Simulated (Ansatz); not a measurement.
Basis sets compared for SiMeH3 (CH6Si). The state is a singlet with charge 0. Geometry r2SCAN-D4/def2-TZVP. Ansatz on 4 threads of Arm Neoverse V1 on a shared host; times are rough, and most runs start from earlier orbitals.

```xyz
8

Si    0.285    0.202    0.813
C    -0.318   -0.225   -0.906
H    -1.405   -0.145   -0.967
H    -0.037   -1.246   -1.174
H     0.114    0.451   -1.648
H     1.764    0.072    0.896
H    -0.321   -0.708    1.821
H    -0.081    1.599    1.165
```

Binding counts from free atoms (Si triplet, C triplet, H doublet) in the same basis, without a counterpoise term.

```csv
level,functions,energy (Eh),HOMO (eV),LUMO (eV),binding per atom (eV),wall time
HF/6-31G,34,-330.2082,-12.33,4.26,2.42,0.3 s
PBE-D4/def2-SVP,62,-330.8609,-7.87,0.44,3.38,0.55 s
PBE0-D4/def2-SVP,62,-330.9065,-9.23,1.27,3.37,0.55 s
```

(1) Estimate the rows for HF/def2-TZVP, PBE-D4/def2-TZVP, PBE0-D4/def2-TZVP.

Answers

(1) 
```json
{"level": "HF/def2-TZVP", "functions": "104", "energy (Eh)": "-330.3199", "HOMO (eV)": "-12.42", "LUMO (eV)": "3.22", "binding per atom (eV)": "2.65", "wall time": "0.2 s"}
{"level": "PBE-D4/def2-TZVP", "functions": "104", "energy (Eh)": "-331.0107", "HOMO (eV)": "-7.90", "LUMO (eV)": "-0.09", "binding per atom (eV)": "3.38", "wall time": "0.45 s"}
{"level": "PBE0-D4/def2-TZVP", "functions": "104", "energy (Eh)": "-331.0532", "HOMO (eV)": "-9.22", "LUMO (eV)": "0.69", "binding per atom (eV)": "3.37", "wall time": "0.65 s"}
```
